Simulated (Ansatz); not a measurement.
# O2S: the cost of one run

Program: Ansatz 0.2.0. Level of theory: the levels named in each step. These are calculated values, not measurements.

## 1. Starting point

Bond lengths: O1–S2 1.409 Å, S2–O3 1.409 Å. Angles: O1–S2–O3 126.7°.

Coordinates:

```xyz
3

O     1.2641   -0.2984   -0.0027
S    -0.0045    0.3156   -0.0018
O    -1.2551   -0.3341    0.0063
```

## 2. A rough first relaxation, PBE-D4/def2-SVP

This run stands in another session on the same molecule. It ended at:

```xyz
3

O     1.3464   -0.2870   -0.0030
S    -0.0042    0.2952   -0.0017
O    -1.3377   -0.3251    0.0065
```

## 3. Relaxation, PBE0-D4/def2-TZVPP

This run stands in another session on the same molecule. It ended at:

```xyz
3

O     1.3018   -0.2773   -0.0029
S    -0.0039    0.2744   -0.0016
O    -1.2934   -0.3141    0.0063
```

## 4. Frequencies, PBE0-D4/def2-TZVPP

input.yaml

```yaml
crystal:
  periodic: [false, false, false]
  atoms:
    - { symbol: O, position_ang: [1.30181977, -0.27725757, -0.00291168] }
    - { symbol: S, position_ang: [-0.00389564, 0.27444879, -0.00156561] }
    - { symbol: O, position_ang: [-1.29341412, -0.31407122, 0.00627729] }
magnetization:
  spin_polarized: true
  initial_magnetization: 1
total_charge: 1
basis:
  gaussian: { orbitals: def2-TZVPP }
hamiltonian:
  xc: pbe0
  dispersion: d4
phonons: {}
```

The run is started by

```console
$ ansatz run input.yaml --threads 2 --pin off --max-ram 5120MiB --backend cpu --events-out ev --progress --plain --runs-dir out
```

**Question.** How long does this run take on 2 threads of Intel Xeon at 2.50GHz (Skylake/Cascade Lake), shared host, and how much memory does it need?

About 20 s, with a peak of 0.19 GiB.
